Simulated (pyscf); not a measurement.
Single points on ωB97X-D3(BJ)/def2-SVP structures (PySCF, gas phase).

Q: F–Ti(F)(F)–F + SiH₄ → F–SiH₃ + F–TiH(F)–F
Surface: singlet. Broken: F–Ti, H–Si. Formed: F–Si, H–Ti. Give ΔE‡ and ΔE from ωB97M-D3(BJ)/def2-TZVP, relative to the separated reactants.

A: ΔE‡ = 25.3 kcal/mol, ΔE = +16.0 kcal/mol. Zero-point energy shifts the barrier by +1.8 kcal/mol. It is a four-centre exchange, with an imaginary mode of 309i cm⁻¹. On the product side the descent ends in an adduct with a F–Ti contact, 6.9 kcal/mol under the separated species and 11.5 kcal/mol under the saddle at ωB97X-D3(BJ)/def2-TZVP. What is counted as broken (F–Ti) persists as a longer contact in the product adduct; parting that adduct is a step of its own. At ωB97X-D3(BJ) the barrier from the zero used here is 22.5 kcal/mol. One saddle was located; it need not be the lowest between these sides.
